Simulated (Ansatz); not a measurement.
Relaxed structures of CH5SSi (charge -1), closed shell (PBE0-D4/def2-TZVPD; forces vanish, vibrations not checked; lower isomers may exist, and structures with a doubtful reference or unclear bonds are left out; Å). Computed with Ansatz 0.2.0 (basis: def2-TZVPPD); correlated methods freeze the cores.

(1) Rank them by CCSD(T) energy, lowest first, and give each one's height above the lowest. Links in brackets join atoms within 1.22 times the sum of their covalent radii (1.1 for two metals). (To be estimated.)
A.
CH₅SSi ([CH3][SiH2][S]), total charge -1
```
8
angstrom
Si 0.9293 -0.3414 0.1501
C -0.8256 0.3229 -0.1545
S 1.0931 -1.7438 1.6256
H -1.4949 -0.4984 -0.4278
H -0.8388 1.0696 -0.9575
H -1.2161 0.7822 0.7584
H 1.7465 0.9200 0.3529
H 1.3747 -0.7878 -1.2291
```
B.
CH₅SSi ([SiH3][CH2][S]), total charge -1
```
8
angstrom
Si -0.7949 0.2932 -0.1297
C 0.9747 -0.2312 0.0205
S 0.9032 -1.4627 1.3668
H -1.6886 -0.8369 -0.5104
H -1.0503 1.3461 -1.2064
H -1.3054 0.9236 1.1204
H 1.6198 0.6230 0.2614
H 1.3415 -0.6552 -0.9226
```
C.
CH₅SSi ([SiH3][CH][SH]), total charge -1
```
8
angstrom
Si -0.9586 0.3351 -0.4191
C 0.6170 -0.4467 -0.1342
S 0.7839 -1.6090 1.1429
H -2.1157 -0.6203 -0.5788
H -0.9437 1.1777 -1.6742
H -1.5379 1.3053 0.6125
H 0.8468 -0.9129 2.3327
H 1.5378 0.0192 -0.4798
```

T1 diagnostic: at most 0.013.

Results:

(1) Computed: A (0.0 kJ/mol), B (171.7 kJ/mol), C (290.3 kJ/mol). Heights count from the lowest.

For scale, one of the runs: CCSD(T)/def2-TZVPPD, 221 basis functions, launched by `ansatz run in.yaml --threads 2 --pin off --events-out ev --progress --plain --max-ram 4352MiB`. Time: 73 s of wall clock on 2 CPU threads of an Arm Neoverse V2; the host was shared. Peak host memory: 3.2 GiB.
